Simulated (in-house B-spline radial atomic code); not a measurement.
Values are calculated unless marked as measured or tabulated.
B ion on Si atom: potential, deflection and energy transfer

The pair potential comes from two frozen, spherical free-atom densities (PBE, B-spline radial code, scalar-relativistic past argon): electrostatics plus the change in Thomas-Fermi kinetic and Dirac exchange energy where they overlap, the recipe behind the universal ZBL potential, which averages such potentials (from solid-state densities) over many pairs. It is written V = (Z1 Z2 e²/r) φ(r/a), with e² = 14.3996 eV·Å and a = 0.46850 Å/(Z1^0.23 + Z2^0.23); ZBL's fit is φ = 0.18175 e^(−3.1998x) + 0.50986 e^(−0.94229x) + 0.28022 e^(−0.4029x) + 0.02817 e^(−0.20162x). Where φ falls below 4e-4 it is continued as an exponential.

Masses 10.81 and 28.09 u.

| x = r/a | φ, this pair | φ, ZBL |
| --- | --- | --- |
| 0.1 | 0.9039 | 0.8928 |
| 0.5 | 0.6436 | 0.6096 |
| 1.5 | 0.3291 | 0.2995 |
| 3 | 0.1479 | 0.1292 |
| 5 | 0.06498 | 0.05224 |
| 8 | 0.02131 | 0.01705 |
| 12 | 0.003912 | 0.00474 |

Q: At x = 4 the electrostatic, kinetic and exchange parts are 75.73, 110.18 and -18.43 eV. Find r, V and φ.

A: a = 0.46850/(1.4480 + 1.8349) = 0.14271 Å, so r = 0.57084 Å. V = 75.73 + 110.18 + (-18.43) = 167.48 eV. The bare repulsion is 5 × 14 × 14.3996/0.57084 = 1765.8 eV, so φ = 0.0948, +18.2 % against ZBL's 0.0803. The kinetic (Pauli) term is 66 % of V here.

Q: The ion comes in at 0.9781 keV with impact parameter 0.2854 Å. The scattering integral gives a centre-of-mass angle of 60.89° and a closest approach of 2.914 a. What are the reduced energy, the energy passed on and the laboratory angles?

A: ε = E a M2/(Z1 Z2 e² (M1 + M2)) = 978.1 × 1.0224e-04 = 0.1. The most that one collision can pass on is γE with γ = 4 M1 M2/(M1 + M2)² = 0.8027. Here T = γE sin²(θ/2) = 0.8027 × 978.1 × 0.2567 = 201.6 eV. The ion turns by arctan(sin θ/(cos θ + M1/M2)) = 45.1°, and the struck atom leaves at (180° − θ)/2 = 59.6°. The closest approach is 0.416 Å. With ZBL the angle would be 57.39° and T = 181 eV.
